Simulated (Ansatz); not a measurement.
# PBE against other levels and measurement: chalcopyrite CuGaSe2

Programs: Ansatz (a program for electronic structure).

For which of these properties of chalcopyrite CuGaSe2 does PBE miss the measurement, in which direction and by how much: lattice constant a, lattice parameter c, band gap?

PBE is well off the measurement for the lattice constant a (+0.94 %); lattice parameter c (+2.11 %); band gap (-1.47 eV, at least halved by HSE06).

| property | PBE | LDA | PBEsol | HSE06 | reference | PBE less reference |
|---|---|---|---|---|---|---|
| lattice parameter a (Å) | 5.672 | 5.509 | 5.570 | 5.650 | 5.619* | +0.94 % |
| c axis length (Å) | 11.259 | 10.960 | 11.074 | 11.109 | 11.026* | +2.11 % |
| bulk modulus B0 (GPa) | 60.0 | 77.9 | 70.8 | – | – | – |
| cohesive energy (eV/atom) | 3.33 | 4.22 | 3.75 | 3.27 | – | – |
| band gap (eV), at the measured cell, all with SOC | 0.20 | 0.04 | 0.13 | 1.37 | 1.67* | -1.47 eV |
| formation enthalpy (eV/atom) | -0.478 | -0.454 | -0.456 | -0.636 | – | – |

Where no measured value is used, PBE differs from PBEsol by -15.3 % in the bulk modulus; from HSE06 by +0.06 eV/atom in the cohesive energy; from HSE06 by +0.158 eV/atom in the formation enthalpy.

A star marks values at room or unstated temperature without corrections; heat and zero-point motion as a rule enlarge cells and lower moduli and gaps.

Called well off clearly beyond 0.30 eV for the band gap (bounds picked here from the quality of each reference); the lattice constant a is called against an uncorrected reference, since a correction would as a rule widen the miss or is far smaller; the lattice parameter c is called against an uncorrected reference, since a correction would as a rule widen the miss or is far smaller.

The references are measured values: lattice constant a room temperature, lattice parameter c room temperature, band gap unstated.

Unless a row names a cell, each level is at its own relaxed cell.

Density-functional gaps are differences of (generalised) Kohn–Sham levels.

Ansatz's density-functional and Hartree–Fock values are scalar-relativistic unless marked +SOC, with PAW data made under PBE.

References as tabulated in Souilah et al., J. Solid State Chem. 183, 2274 (2010), by the Crystallography …; Ghosh et al. (2024), arXiv:2401.16805.
